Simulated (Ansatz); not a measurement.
# SnH$_{2}$⁻, doublet: reading a ladder of total energies

Geometry: displaced at random from a stationary point.

```yaml
atoms:
  - { symbol: Sn, position_ang: [0.0021, -0.0210, -0.0001] }
  - { symbol: H, position_ang: [-0.1628, 1.2504, -1.2766] }
  - { symbol: H, position_ang: [-0.0861, 1.2180, 1.2914] }
```

Basis def2-TZVPD with its core potentials; Ansatz 0.2.0. Correlated methods freeze the noble-gas cores and the filled d shells of p-block atoms, which leaves 7 electrons in 65 orbitals. R marks a restricted (for open shells ROHF) determinant, U an unrestricted one. No spin–orbit coupling is included; scalar relativity enters through the core potentials alone.

Full CI isn't at hand for all of this; UCCSDT(Q) serves as the reference, and is uncertain by about the last step of the cluster series.

Runs differ by some tens of microhartree through their thresholds and, for an open shell, their frozen cores, so steps under 0.03 kcal/mol mean nothing.

```csv
level,total energy (hartree)
UHF,-214.501321
UMP2,-214.601612
UCCSD,-214.626292
UCCSD(T),-214.630359
UCCSDT,-214.631244
UCCSDT(Q),-214.631394
```

Q: What is the correlation energy at UCCSDT(Q), and what share of it do UMP2 and UCCSDT recover?

A: E(corr) = -214.631394 − (-214.501321) = -0.130073 hartree = -3.539 eV. UMP2: -0.100291 / -0.130073 = 77.10 %. UCCSDT: -0.129923 / -0.130073 = 99.88 %.

Q: By how many kcal/mol does UCCSD(T) miss UCCSDT(Q) (1 hartree = 627.509 kcal/mol), and which steps make up the rest?

A: -214.630359 − (-214.631394) = 0.001035 hartree = 0.65 kcal/mol. Steps: UCCSDT − UCCSD(T) = -0.56, UCCSDT(Q) − UCCSDT = -0.09 kcal/mol. That is within 1 kcal/mol of the reference in this basis, which itself misses far more of the correlation at the basis-set limit.
